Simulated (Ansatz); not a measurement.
CHBF (SMILES [CH]=BF), doublet: a single point displaced at random from a GFN2-xTB minimum.

Input (in.yaml):

```yaml
crystal:
  periodic: [false, false, false]
  atoms:
    - {symbol: C, position_ang: [-0.102200, 0.601100, -0.206300]}
    - {symbol: B, position_ang: [0.029900, -0.592400, 0.216300]}
    - {symbol: F, position_ang: [0.284500, -1.812400, 0.689900]}
    - {symbol: H, position_ang: [0.064700, 1.793900, -0.530100]}
basis:
  gaussian: {orbitals: def2-TZVPP}
magnetization: {spin_polarized: true, initial_magnetization: 1}
hamiltonian: {xc: pbe, dispersion: d4}
output: {forces: true}
```

An equivalent command:

```bash
ansatz run in.yaml --threads 4 --pin off --events-out ev --progress --plain
```

The run's output (Ansatz 0.2.0):

```
Functional definition: PBE
  name "PBE"
  cite "Perdew, Burke & Ernzerhof, Phys. Rev. Lett. 77, 3865 (1996) doi:10.1103/PhysRevLett.77.3865"
  parent pbe
  parameter kappa = 0.804
  parameter beta = 0.06672455060314922
  exchange = pbe_x(kappa = kappa, mu = beta*pi^2/3)
  correlation = pbe_c(beta = beta)
564 factors; their error is unknown
mean field evaluation 1: about -4433.3547 eV, gradient 3.7e1 eV
mean field evaluation 2: about -4420.9341 eV, gradient 5.3e1 eV
mean field evaluation 4: about -4439.9880 eV, gradient 6.2e0 eV
mean field evaluation 8: about -4440.0920 eV, gradient 1.8e-1 eV
mean field evaluation 16: about -4440.0921 eV, gradient 1.6e-3 eV
mean field evaluation 32: about -4440.0938 eV, gradient 1.8e-2 eV
mean field evaluation 64: about -4440.0937 eV, gradient 2.0e-1 eV
mean field evaluation 96: about -4440.0936 eV, gradient 3.2e-3 eV
mean field -4440.09428356 eV, -163.1704553167 hartree, gradient 7.3e-10 eV, S^2 0.753298; 3 other end points of the search recorded, 0 dependent functions left out
the calculation of the forces begins
reference -4440.09431593 eV, -163.1704565065 hartree; 11, 10 occupied and 96, 97 virtual orbitals, 564 factors
Total energy: -4440.13478127 eV, -163.1719435802 hartree
Atom 0 at    -0.102200     0.601100    -0.206300 Å, force     0.137877     9.598872    -2.996320 eV/Å
Atom 1 at     0.029900    -0.592400     0.216300 Å, force     1.066485    -6.759321     2.493874 eV/Å
Atom 2 at     0.284500    -1.812400     0.689900 Å, force    -0.436710     1.056976    -0.479602 eV/Å
Atom 3 at     0.064700     1.793900    -0.530100 Å, force    -0.767651    -3.896527     0.982048 eV/Å
Dipole moment:     0.000971     0.115038    -0.038664 e Å
```

The lines “mean field evaluation” count trial sets of orbitals through the whole run, from several starts and some on an approximate energy, so they need not fall steadily or lie above the final value.

Hardware: 4 CPU threads, shared host. Wall time about 7.5 s.
